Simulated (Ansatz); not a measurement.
Input file:

```yaml
crystal:
  periodic: [false, false, false]
  atoms:
    - {symbol: H, position_ang: [0.000000, 0.000000, -0.914667]}
    - {symbol: H, position_ang: [0.000000, 0.000000, -0.136667]}
    - {symbol: O, position_ang: [0.000000, 0.000000, 1.051333]}
basis:
  gaussian: {orbitals: cc-pVDZ}
magnetization: {spin_polarized: false, initial_magnetization: 2}
correlation: {method: ccsdtq, electrons: outside_noble_gas}
```

```sh
$ ansatz run in.yaml --threads 2 --pin off --events-out ev --progress --plain --max-ram 16896MiB --backend cuda --devices 0, --max-vram 18GiB
```

Roughly how long does this take on 2 threads of AMD EPYC 7R13 with a shared H100 80 GB, shared host, and how much host memory?

11 s wall and 0.85 GiB.

```
351 factors; integrals over basis functions are off by at most 1.6e-7 eV
mean field evaluation 1: about -2063.3509 eV, gradient 9.0e0 eV
mean field evaluation 2: about -2063.3512 eV, gradient 9.0e0 eV
mean field evaluation 4: about -2063.9375 eV, gradient 1.6e0 eV
mean field evaluation 8: about -2064.0236 eV, gradient 1.6e-1 eV
mean field evaluation 16: about -2063.9817 eV, gradient 1.3e0 eV
mean field evaluation 32: about -2063.0217 eV, gradient 4.8e-7 eV
mean field evaluation 64: about -2064.0237 eV, gradient 6.9e-2 eV
mean field evaluation 96: about -2063.0217 eV, gradient 2.3e-3 eV
mean field evaluation 128: about -2057.7307 eV, gradient 2.1e0 eV
mean field -2064.02375328 eV, -75.8514738875 hartree, gradient 1.1e-6 eV, S^2 2.000000; 8 other end points of the search recorded, 0 dependent functions left out
mean field evaluation 160: about -2063.1795 eV, gradient 1.4e-2 eV
determinant -2064.02375328 eV, -75.8514738875 hartree, with singles and doubles -2069.03125805 eV, -76.0354962936 hartree
determinant -2063.02166850 eV, -75.8146479510 hartree, with singles and doubles -2067.50274950 eV, -75.9793246403 hartree
1 core orbitals not correlated: weight in the atoms' cores, before any rotation towards them, 1.000 or more for the frozen orbitals, at most 0.000 for the correlated occupied ones
reference -2064.02375328 eV, -75.8514738875 hartree; 5, 3 occupied and 18, 20 virtual orbitals, 351 factors
second order -4.16498816 eV of doubles, -0.20104067 eV of singles
cycle   1  -4.79418892 eV  change   -4.2e-1 eV  update   5.6e-2
cycle   2  -5.05037775 eV  change   -2.6e-1 eV  update   2.5e-2
cycle   3  -5.08891880 eV  change   -3.9e-2 eV  update   1.4e-2
cycle   4  -5.08439803 eV  change    4.5e-3 eV  update   6.9e-3
cycle   5  -5.08278118 eV  change    1.6e-3 eV  update   1.9e-3
cycle   6  -5.08351031 eV  change   -7.3e-4 eV  update   8.0e-4
cycle   7  -5.08320726 eV  change    3.0e-4 eV  update   2.5e-4
cycle   8  -5.08327224 eV  change   -6.5e-5 eV  update   1.2e-4
cycle   9  -5.08331160 eV  change   -3.9e-5 eV  update   6.2e-5
cycle  10  -5.08327588 eV  change    3.6e-5 eV  update   2.8e-5
cycle  11  -5.08329079 eV  change   -1.5e-5 eV  update   1.1e-5
cycle  12  -5.08329415 eV  change   -3.4e-6 eV  update   5.1e-6
cycle  13  -5.08329711 eV  change   -3.0e-6 eV  update   2.8e-6
cycle  14  -5.08329847 eV  change   -1.4e-6 eV  update   7.9e-7
cycle  15  -5.08329856 eV  change   -9.4e-8 eV  update   2.7e-7
Total energy: -2069.10705184 eV, -76.0382816641 hartree
```

For the same geometry and basis full CI lies 0.3 meV higher.
